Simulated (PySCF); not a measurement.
# Simulated absorption spectrum

Compound: Si(NH2)2.
Geometry (PBE0-D3(BJ)/def2-SVP, Å), atoms numbered from 1 in this order:
```xyz
7
H4N2Si angstrom
Si     0.0111    0.8673   -0.7492
N      1.3231    0.0039   -0.0287
H      2.2810    0.2398   -0.2598
H      1.2764   -0.7670    0.6317
N     -1.3223    0.0505   -0.0141
H     -2.2738    0.3235   -0.2302
H     -1.2956   -0.7180    0.6503
```

Level of theory: PySCF 2.14.0, density-fitted response routines, TDDFT wB97X-D/def2-SVPD, vertical, gas phase, core orbitals frozen in the response.

Computed states:

```json
{"state": "S1", "E (eV)": "5.24", "f": "0.103"}
{"state": "S2", "E (eV)": "6.13", "f": "0.0001"}
{"state": "S3", "E (eV)": "6.63", "f": "0.440"}
{"state": "S4", "E (eV)": "6.69", "f": "0.0015"}
{"state": "S5", "E (eV)": "6.93", "f": "0.0000"}
{"state": "S6", "E (eV)": "7.02", "f": "0.064"}
{"state": "S7", "E (eV)": "7.46", "f": "0.398"}
{"state": "S8", "E (eV)": "7.67", "f": "0.134"}
{"state": "S9", "E (eV)": "8.01", "f": "0.0040"}
{"state": "S10", "E (eV)": "8.28", "f": "0.0000"}
```

Broadening: Gaussians 0.3 eV wide at half height, area fixed by f = 4.319×10⁻⁹ ∫ε dν̃. The width is an assumption, not a result. The curve ends short of the highest state used, and states not computed would add to its high-energy end.

**Question.** What does the envelope look like, and where are its maxima?

**Answer.** 
```json
{"λ (nm)": "161.5", "ε (L mol⁻¹ cm⁻¹)": "20408"}
{"λ (nm)": "164.9", "ε (L mol⁻¹ cm⁻¹)": "38297"}
{"λ (nm)": "168.2", "ε (L mol⁻¹ cm⁻¹)": "29023"}
{"λ (nm)": "171.6", "ε (L mol⁻¹ cm⁻¹)": "8164"}
{"λ (nm)": "174.9", "ε (L mol⁻¹ cm⁻¹)": "5550"}
{"λ (nm)": "178.3", "ε (L mol⁻¹ cm⁻¹)": "6681"}
{"λ (nm)": "181.6", "ε (L mol⁻¹ cm⁻¹)": "14272"}
{"λ (nm)": "185.0", "ε (L mol⁻¹ cm⁻¹)": "34602"}
{"λ (nm)": "188.3", "ε (L mol⁻¹ cm⁻¹)": "36877"}
{"λ (nm)": "191.7", "ε (L mol⁻¹ cm⁻¹)": "17031"}
{"λ (nm)": "195.0", "ε (L mol⁻¹ cm⁻¹)": "3854"}
{"λ (nm)": "198.4", "ε (L mol⁻¹ cm⁻¹)": "425"}
{"λ (nm)": "201.8", "ε (L mol⁻¹ cm⁻¹)": "30"}
{"λ (nm)": "205.1", "ε (L mol⁻¹ cm⁻¹)": "5"}
{"λ (nm)": "208.5", "ε (L mol⁻¹ cm⁻¹)": "2"}
{"λ (nm)": "211.8", "ε (L mol⁻¹ cm⁻¹)": "1"}
{"λ (nm)": "215.2", "ε (L mol⁻¹ cm⁻¹)": "2"}
{"λ (nm)": "218.5", "ε (L mol⁻¹ cm⁻¹)": "29"}
{"λ (nm)": "221.9", "ε (L mol⁻¹ cm⁻¹)": "235"}
{"λ (nm)": "225.2", "ε (L mol⁻¹ cm⁻¹)": "1093"}
{"λ (nm)": "228.6", "ε (L mol⁻¹ cm⁻¹)": "3359"}
{"λ (nm)": "231.9", "ε (L mol⁻¹ cm⁻¹)": "6632"}
{"λ (nm)": "235.3", "ε (L mol⁻¹ cm⁻¹)": "9072"}
{"λ (nm)": "238.6", "ε (L mol⁻¹ cm⁻¹)": "8703"}
{"λ (nm)": "242.0", "ε (L mol⁻¹ cm⁻¹)": "6014"}
{"λ (nm)": "245.3", "ε (L mol⁻¹ cm⁻¹)": "3138"}
{"λ (nm)": "248.7", "ε (L mol⁻¹ cm⁻¹)": "1219"}
{"λ (nm)": "252.0", "ε (L mol⁻¹ cm⁻¹)": "381"}
{"λ (nm)": "255.4", "ε (L mol⁻¹ cm⁻¹)": "91"}
{"λ (nm)": "258.7", "ε (L mol⁻¹ cm⁻¹)": "18"}
```

Maxima: 237 nm (5.24 eV), ε about 9300, made up of S1 (100%); 187 nm (6.63 eV), ε about 40000, made up of S3 (100%); 166 nm (7.48 eV), ε about 39000, made up of S7 (89%) and S8 (11%) (ε in L mol⁻¹ cm⁻¹; maxima over ε = 5, shares over 10%).

**Question.** Coming from long wavelengths, where does ε first pass 100 L mol⁻¹ cm⁻¹?

**Answer.** At about 255 nm (4.86 eV), 0.38 eV below S1.

**Question.** On this curve, what absorbance would a 10⁻³ mol/L sample give at 254 nm over a 1 cm path?

**Answer.** 254 nm is 4.881 eV, where ε is about 170 L mol⁻¹ cm⁻¹, so A = ε c l ≈ 0.17 (Beer–Lambert, with the gas-phase spectrum and the assumed width).

**Question.** What would ε be at 6.63 eV, the highest of these maxima, with half the width (0.15 eV)?

**Answer.** About 79200 L mol⁻¹ cm⁻¹ against 39700, a factor of about 1.99; a lone state at its own centre would give exactly 2.

The run took 3.5 s wall on Arm Neoverse V2, one thread, shared host.

One conformer stands for the species.
